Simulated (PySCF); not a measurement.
Stretching PO⁺

Set-up: basis P STO-3G, O STO-3G; no relativity; PySCF 2.14. Energies in eV from P⁺ + O in their ground configurations at the same level. State: ¹Σ⁺ (singlet), closed shell.

| R (Å) | CAM-B3LYP | B97-3 | PBE |
| --- | --- | --- | --- |
| 1.282 | -4.862 | -4.900 | -5.717 |
| 1.342 | -6.077 | -6.151 | -7.095 |
| 1.401 | -6.747 | -6.855 | -7.926 |
| 1.446 | -6.975 | -7.110 | -8.276 |
| 1.491 | -7.021 | -7.181 | -8.442 |
| 1.536 | -6.920 | -7.106 | -8.462 |
| 1.595 | -6.609 | -6.830 | -8.311 |
| 1.670 | -6.015 | -6.281 | -7.917 |
| 1.759 | -5.106 | -5.428 | -7.244 |
| 1.879 | -3.722 | -4.126 | -6.169 |

Task: Put a parabola through the three lowest points of the CAM-B3LYP curve and estimate Re, k and ωe (reduced mass 10.55 u; 1 eV/Å² = 0.16022 mdyn/Å; ωe = 1302.8·√(k/μ) cm⁻¹).

Result: Through R = 1.446, 1.491, 1.536 Å the second-order coefficient is 36.3 eV/Å², so Re ≈ 1.483 Å, k ≈ 11.6 mdyn/Å and ωe ≈ 1368 cm⁻¹. A polynomial fit of higher order to the unrounded CAM-B3LYP energies gives Re = 1.481 Å, k = 12.3 mdyn/Å, ωe = 1405 cm⁻¹; anharmonicity and rounding make the difference.

The higher-order fit for each curve: CAM-B3LYP: Re = 1.481 Å, ωe = 1405 cm⁻¹, De = 7.02 eV; B97-3: Re = 1.489 Å, ωe = 1378 cm⁻¹, De = 7.18 eV; PBE: Re = 1.520 Å, ωe = 1274 cm⁻¹, De = 8.47 eV.

For an ion De counts to the pair picked by the measured ionisation energies or electron affinities, which need not be the lowest pair at this level. STO-3G is very small, so such numbers show the basis as much as the molecule.
